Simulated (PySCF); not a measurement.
2-methylpentane, C₆H₁₄.
Cartesian coordinates in Å at the GFN2-xTB level; atoms count from 1:
```xyz
20
C6H14 angstrom
C      2.750   -0.558   -0.133
C      1.369   -0.569    0.511
C      0.379    0.297   -0.266
C     -0.989    0.435    0.411
C     -1.849    1.437   -0.358
C     -1.717   -0.904    0.503
H      2.697   -0.936   -1.152
H      3.439   -1.184    0.429
H      3.151    0.452   -0.164
H      1.444   -0.197    1.536
H      1.007   -1.597    0.554
H      0.242   -0.122   -1.266
H      0.810    1.294   -0.384
H     -0.834    0.818    1.427
H     -2.815    1.566    0.125
H     -1.360    2.408   -0.409
H     -2.018    1.087   -1.374
H     -1.181   -1.601    1.142
H     -2.713   -0.765    0.917
H     -1.817   -1.348   -0.486
```

The calculation used PySCF, TDDFT PBE0/def2-SVPD, vertical, gas phase, core orbitals frozen in the response.

Ground-to-excited transition dipoles (e·a0, same axes as the geometry; the sign carries no meaning), for the states with f of 0.002 or more among the lowest 8:

```json
{"state": "S1", "E (eV)": "8.358", "μx": "0.350", "μy": "-0.168", "μz": "-0.003"}
{"state": "S2", "E (eV)": "8.588", "μx": "-0.217", "μy": "-0.276", "μz": "0.132"}
{"state": "S3", "E (eV)": "8.695", "μx": "0.054", "μy": "0.038", "μz": "0.094"}
{"state": "S5", "E (eV)": "8.969", "μx": "0.073", "μy": "0.186", "μz": "-0.051"}
{"state": "S6", "E (eV)": "9.002", "μx": "0.086", "μy": "-0.052", "μz": "-0.080"}
{"state": "S7", "E (eV)": "9.080", "μx": "0.218", "μy": "-0.161", "μz": "0.094"}
{"state": "S8", "E (eV)": "9.117", "μx": "-0.114", "μy": "0.004", "μz": "0.022"}
```

**Question.** Work out the oscillator strengths.

**Answer.** f = (2/3) ΔE |μ|² with ΔE in hartree (27.2114 eV).

| state | \|μ\|² (au) | \|μ\| (D) | f |
| --- | --- | --- | --- |
| S1 | 0.151 | 0.99 | 0.031 |
| S2 | 0.141 | 0.95 | 0.030 |
| S3 | 0.013 | 0.29 | 0.003 |
| S5 | 0.042 | 0.52 | 0.009 |
| S6 | 0.016 | 0.33 | 0.004 |
| S7 | 0.083 | 0.73 | 0.018 |
| S8 | 0.014 | 0.30 | 0.003 |

**Question.** What angle do the transition dipoles of S2 and S7 make?

**Answer.** |cos θ| = |μa·μb| / (|μa| |μb|) = 0.09, so θ ≈ 85° (taken between 0 and 90°, since the signs are arbitrary).

**Question.** How is the summed strength of these states shared among x, y and z?

**Answer.** (2/3) Σ ΔE μα² gives 0.052 for x, 0.036 for y and 0.010 for z, 0.098 in all.

The run took 46 s on an Arm Neoverse V2 with one thread, shared host.

One conformer stands for the species.

Without π bonds the low states may be Rydberg-like; a valence basis with one diffuse set may place them up to an eV too high.
